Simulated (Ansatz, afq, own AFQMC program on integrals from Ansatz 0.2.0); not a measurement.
BeNH2, quartet: a scan with AFQMC

```xyz
4

N     0.0000   -0.0640    0.6373
Be    0.0000   -0.1312   -1.0356
H     0.0000    0.7431    1.2673
H     0.0000    1.3195   -0.8635
```

The N1–Be2 distance is changed with both sides rigid. Energies in kJ/mol count from this geometry (1.674 Å) at the same level; the start stands on UHF, each point on the determinant named.

Basis cc-pVDZ. Noble-gas cores (and the filled d shells of Ga–Kr and In–Xe) are frozen. Integrals, coupled cluster, full CI and functionals: Ansatz 0.2.0; the random walks run on the same integrals in our own AFQMC program. The CISD trial takes its coefficients from CCSD amplitudes. Released means that phaseless walkers are propagated on without the constraint, phases kept. Uncertainties: one standard error, sampling alone.

Cautions, each for one point or more: lower spins were not checked; the ph-AFQMC/CISD walk drifts between its halves.

| r(N1–Be2) / Å | det. | T1 | weight | ⟨S²⟩ | CCSD | B2PLYP | CCSD(T) |
| --- | --- | --- | --- | --- | --- | --- | --- |
| 1.337 | UHF | 0.017 | 0.92 | 3.78 | 145.2 | 131.2 | 144.9 |
| 2.051 | UHF | 0.023 | 0.92 | 3.77 | 10.0 | 25.2 | 12.4 |
| 2.638 | UHF | 0.013 | 0.93 | 3.77 | 29.3 | 55.4 | 34.1 |
| 3.754 | UHF | 0.012 | 0.93 | 3.77 | 40.9 | 70.7 | 46.7 |
| 5.793 | UHF | 0.011 | 0.93 | 3.77 | 47.4 | 77.4 | 53.4 |

Estimate the curve of CCSDT(Q), counted from the same start.


| r(N1–Be2) / Å | det. | T1 | weight | ⟨S²⟩ | CCSDT(Q) | ph-AFQMC/CISD | released AFQMC |
| --- | --- | --- | --- | --- | --- | --- | --- |
| 1.337 | UHF | 0.017 | 0.92 | 3.78 | 145.3 | 145.8 ± 1.1 | 146.2 ± 1.5 |
| 2.051 | UHF | 0.023 | 0.92 | 3.77 | 12.8 | 12.9 ± 1.2 | 13.4 ± 1.7 |
| 2.638 | UHF | 0.013 | 0.93 | 3.77 | 35.4 | 34.7 ± 1.1 | 35.3 ± 1.4 |
| 3.754 | UHF | 0.012 | 0.93 | 3.77 | 48.3 | 49.5 ± 1.0 | 49.0 ± 1.4 |
| 5.793 | UHF | 0.011 | 0.93 | 3.77 | 55.0 | 54.9 ± 1.0 | 55.4 ± 1.3 |

Weight is that of the determinant in the CISD state; at the start T1 is 0.035 and the weight 0.90, and ⟨S²⟩ is 3.77. Largest departures from CCSDT(Q), at the points where its series has closed: CCSD(T) -1.6 kJ/mol at 5.793 (on UHF), ph-AFQMC/CISD 1.2 kJ/mol at 3.754 (on UHF) (within the noise), released AFQMC 0.9 kJ/mol at 1.337 (on UHF) (within the noise), CCSD -7.6 kJ/mol at 5.793 (on UHF), B2PLYP 22.4 kJ/mol at 5.793. Functionals count only at points shown to share the start's state and spin. In this small basis the wave-function levels are far from their limit, so their gap to the functionals isn't the functionals' error.

CCSDT and higher add their correlation energy to the determinant of the CCSD(T) run, since their own runs factorise the integrals more tightly (a shift of under 2 meV). A walk keeps the symmetry of its determinant, which the program's search chose and which needn't be the lowest solution, so a lower state of the same spin and another symmetry isn't excluded. Released energies are given only where the last usable release times agree within the noise; a slower fall can still hide under it.
